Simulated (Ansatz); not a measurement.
# singlet SiP(-): levels of theory in one basis

```xyz
2

Si    0.0000    0.0000   -1.0819
P     0.0000    0.0000    1.0819
```

Basis set: def2-SVP (spherical functions). Correlated methods keep 10 orbitals frozen. Charge -1, multiplicity 1.

Computed with Ansatz (development build ahead of 0.2.0); each method stands on the lowest determinant of its kind that the runs found.

| method | E − E(RHF) (eV) | <S²> of the determinant |
| --- | --- | --- |
| RHF | 0.00 | – |
| UHF | -0.52 | 1.08 |
| RHF-MP2 | -5.79 | – |
| RHF-CCSD(T) | -6.64 | – |
| UHF-CCSD(T) | -6.53 | 1.08 |
| RHF-CCSDT(Q) | -6.70 | – |
| UHF-CCSDT(Q) | -6.71 | 1.08 |

(1) What does UHF-MP2 give on the same scale?

Results:

(1) -4.85 eV.

Caution: no diffuse functions for an anion. Caution for RHF, RHF-MP2, RHF-CCSD(T), RHF-CCSDT(Q): an unrestricted determinant lies well below. Caution for UHF, UHF-MP2, UHF-CCSD(T), UHF-CCSDT(Q): the unrestricted determinant is a mixture of spin states. Caution for UHF-MP2, UHF-CCSD(T), UHF-CCSDT(Q): a plain start can end on a higher determinant. Caution for UHF-CCSD(T): another reference gives a lower total.
